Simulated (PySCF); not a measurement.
# Oscillator strengths, rates and cross-sections

H₇PSi₂.
Cartesian coordinates in Å at the GFN2-xTB level; atoms count from 1:
```xyz
10
H7PSi2 angstrom
Si    -1.749   -0.067   -0.079
P      0.069    1.120   -0.586
Si     1.732   -0.269   -0.063
H     -1.942   -1.025   -1.166
H     -2.861    0.878   -0.002
H     -1.637   -0.788    1.193
H      0.106    1.827    0.597
H      1.824   -1.241   -1.150
H      1.524   -0.974    1.206
H      2.943    0.544    0.027
```

Computed, not measured: TDDFT B3LYP/def2-SVPD, vertical, gas phase, core orbitals frozen in the response (PySCF 2.14.0, density-fitted response routines).

Computed singlets with f of 0.002 or more:

| state | λ (nm) | f |
| --- | --- | --- |
| S1 | 212.1 | 0.0046 |
| S2 | 209.7 | 0.048 |
| S3 | 197.0 | 0.089 |
| S4 | 193.1 | 0.034 |
| S5 | 186.4 | 0.010 |
| S6 | 174.0 | 0.0098 |
| S7 | 167.8 | 0.020 |
| S8 | 166.8 | 0.014 |

Task: Turn these into Einstein A coefficients, radiative lifetimes, transition dipoles and integrated cross-sections.

Result: Relations used (vacuum, state to state): A = 0.6670 f ν̃² s⁻¹ (ν̃ in cm⁻¹); τ = 1/A; f = (2/3) ΔE |μ|² in atomic units; ∫σ dE = 109.76 f Mb·eV.

| state | A (s⁻¹) | τ | \|μ\| (D) | ∫σ dE (Mb·eV) |
| --- | --- | --- | --- | --- |
| S1 | 6.8×10⁶ | 150 ns | 0.45 | 0.5 |
| S2 | 7.3×10⁷ | 14 ns | 1.46 | 5.3 |
| S3 | 1.5×10⁸ | 6.5 ns | 1.94 | 9.8 |
| S4 | 6.0×10⁷ | 17 ns | 1.17 | 3.7 |
| S5 | 2.0×10⁷ | 51 ns | 0.64 | 1.1 |
| S6 | 2.1×10⁷ | 47 ns | 0.60 | 1.1 |
| S7 | 4.6×10⁷ | 22 ns | 0.83 | 2.1 |
| S8 | 3.3×10⁷ | 30 ns | 0.70 | 1.5 |

Leading configurations: S1 H→L+1 (88%); S2 H→L (92%); S3 H→L+2 (91%); S4 H→L+3 (93%); S5 H→L+4 (94%); S6 H→L+5 (94%); S7 H→L+6 (84%); S8 H-1→L (85%) (H = HOMO, L = LUMO).

Only emission to the ground state at the vertical energy is counted.

Task: Suppose S1 emitted 0.3 eV lower with the same transition dipole. How would A change?

Result: At fixed |μ|, A goes as the cube of the energy: (5.55/5.85)³ = 0.85, which makes τ about 170 ns.

Task: How much energy does a mole of photons resonant with S3 carry?

Result: 6.294 eV × 96.485 = 607 kJ/mol (145 kcal/mol).

Task: By what factor does the largest A in the list exceed the smallest?

Result: S3 has 23 times the rate of S1.
